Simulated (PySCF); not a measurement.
Compound: C₃H₈O₂S.
Atom-mapped SMILES: `[CH3:1][CH2:2][S:3]([CH3:4])(=[O:5])=[O:6]` (hydrogens: H7, H8, H9 on C1; H10, H11 on C2; H12, H13, H14 on C4)

Computed with PySCF at wB97X-D/pcSseg-2, non-relativistic, on one gas-phase PBE0-D3(BJ)/def2-TZVP geometry that isn't relaxed in the solvent. The solvent is an IEF-PCM continuum (van der Waals radii × 1.2). The model holds no explicit solvent molecules, cavitation or dispersion.

Gas phase at wB97X-D/pcSseg-2: HOMO -10.24 eV, LUMO 1.88 eV, dipole 4.84 D.

Task: What does the continuum do to the energy, the frontier levels and the dipole at wB97X-D/pcSseg-2 in chloroform?

Result: 
| solvent | ε | E(solvent) − E(gas) (kJ/mol) | polarisation term (kJ/mol) | distortion of the solute (kJ/mol) | HOMO (eV) | LUMO (eV) | dipole (D) |
| --- | --- | --- | --- | --- | --- | --- | --- |
| chloroform | 4.711 | -34.74 | -39.73 | 4.99 | -10.26 | 2.30 | 5.87 |

The first energy column is the sum of the next two and covers electrostatics alone.

Task: Which radius a makes the point-dipole formula ΔE = −[(ε − 1)/(2ε + 1)]·μ²/a³ give the value in chloroform, with the gas-phase dipole?

Result: μ = 1.904 au and |ΔE| = 0.01323 Eh give a = 2.44 Å; the farthest nucleus lies 2.72 Å from the centroid of the nuclei, so such a sphere wouldn't even hold the nuclei. The formula assumes a rigid point dipole at the centre of a sphere.

Hardware: one thread, Arm Neoverse V2 (aarch64), shared host with 96 logical CPUs at a one-minute load of 77. Cost: 64 s, 1.6 GiB resident at most. This is the whole shielding run at wB97X-D/pcSseg-2 in chloroform, SCF included.

Conformer computed: `[CH3:1][CH2:2][S:3]([CH3:4])(=[O:5])=[O:6]`: C1–C2–S3–C4 -65°.

wB97X-D is run here without its empirical dispersion term; that term would change no orbital, density or response property at a fixed geometry.
